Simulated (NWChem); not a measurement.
# A calculation on NO (+1)

```xyz
2

N      0.0000     0.0000     0.5653
O      0.0000     0.0000    -0.4946
```
Charge +1, spin multiplicity 1.

The numbers come from NWChem runs, not from measurements. The geometry was optimised at PBE0/def2-SVP, a minimum by its harmonic frequencies.

The field's frequency is 0.0428 Ha (1065 nm).

The correlated methods keep 2 core orbitals frozen. The structure started from a generated list of species.

Question: Give the polarisability tensor in bohr³ at CCSD linear response/Sadlej pVTZ, 2 core orbitals frozen, in the frame of the coordinates, and its isotropic mean.

Answer: 
```
5.67  0.00  0.00
0.00  5.67  0.00
0.00  0.00  9.03
```
Mean (one third of the trace): 6.79 bohr³.
